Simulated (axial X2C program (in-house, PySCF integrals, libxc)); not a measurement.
Values are calculated unless marked as measured or tabulated.
## SiN⁻: input and output

Program: an axial X2C code built on PySCF integrals.

The run was started with this input:
```json
{"zs": [14, 7], "q": -1, "bas": ["dyall-av3z", "dyall-av3z"], "levels": ["PBE0", "HF", "TPSSh"], "cc": true, "r0": 1.67, "thr": -2.0, "nmax": 90, "npts": 10, "nst": 2, "ntry": 6}
```
```bash
python so2c.py task.json out
```

Keys: zs atomic numbers; q charge; bas basis sets; levels methods; cc coupled cluster on or off; r0 starting distance in Å; thr threshold in hartree for freezing inner shells (an s shell follows its p shell); nmax most natural virtual spinors; npts points on the curve; nst determinants followed; ntry starts of the search. HF also brings MP2.

Output of the HF step, 2c, at R = 1.589 Å for the state Ω = 0. It starts from PBE0 orbitals of this distance.

```
two-component X2C + atomic mean field  HF
basis functions 119  fitting functions 632  grid points 4351
iter        total energy     max residual
   1       -343.935146343     5.98e-02
   2       -343.948586861     3.30e-03
   3       -343.949194668     1.30e-03
   4       -343.949284957     9.40e-04
   5       -343.949300048     5.85e-04
   6       -343.949307130     1.78e-04
   7       -343.949307671     4.91e-05
   8       -343.949307777     1.22e-05
   9       -343.949307790     7.65e-06
  10       -343.949307793     5.95e-06
  11       -343.949307796     4.65e-06
  12       -343.949307799     1.91e-06
  13       -343.949307800     2.76e-07
converged
one-electron -546.46631677  Coulomb 197.00441241  exact exchange -27.08434994  xc functional 0.00000000  nuclear repulsion 32.63647997  atomic mean-field constant -0.03953347
correlated 10  virtual 200  natural virtual 90  E(MP2) -0.351632703  MP2 remainder -0.011767326
iter   CCSD correlation   residual
   1     -0.310332319   2.47e-01
   2     -0.328466770   1.23e-01
   3     -0.333053816   3.41e-02
   4     -0.333371734   1.47e-02
   5     -0.333638057   5.27e-03
   6     -0.333602376   1.24e-03
   7     -0.333595816   4.07e-04
   8     -0.333600459   1.15e-04
   9     -0.333601161   4.46e-05
  10     -0.333600449   2.04e-05
  11     -0.333600747   9.19e-06
  12     -0.333600524   4.21e-06
  13     -0.333600562   2.23e-06
  14     -0.333600558   1.29e-06
(T) -0.023991129  T1 0.0334  D1 0.0440  max T2 0.088
```
Energies are in hartree; totals compare only within one Hamiltonian and basis. T1 in the output is the amplitude norm over the root of the electron number; divide by √2 for the Lee–Taylor value.
